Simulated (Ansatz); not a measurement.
CH6AlB, SMILES `C[BH][AlH2]`, relaxed with RKS PBE0-D4/def2-TZVP in Ansatz from a PBE-D4/def2-SVP geometry. The force threshold is 0.005 eV/Å; the program also tests the step.

Charge 0, multiplicity 1.

Start:

```xyz
9

C     0.307    0.998    1.029
B     0.606   -0.108   -0.038
Al   -0.777   -1.076   -1.335
H    -0.639    1.567    0.940
H     1.151    1.689    1.234
H     0.211    0.381    1.963
H     1.769   -0.506   -0.069
H    -1.613   -2.381   -0.880
H    -1.015   -0.564   -2.845
```

Task: By how much does the energy fall, and how many steps does the optimiser take? (Best estimate.)

Result: The calculation gave: 2.40 kJ/mol, in 5 steps.

Task: Which bonds change most? (An estimate is asked.)

Result: The calculation gave: B2–H7 from 1.229 to 1.207 Å; C1–H6 from 1.124 to 1.106 Å; Al3–H8 from 1.614 to 1.597 Å; C1–H4 from 1.108 to 1.091 Å.

Task: Give the relaxed structure. (Best estimate.)

Result: Computed: 
```xyz
9

C     0.305    0.981    1.029
B     0.615   -0.116   -0.033
Al   -0.774   -1.070   -1.332
H    -0.632    1.532    0.923
H     1.127    1.679    1.207
H     0.219    0.397    1.963
H     1.760   -0.498   -0.058
H    -1.607   -2.354   -0.876
H    -1.012   -0.551   -2.823
```
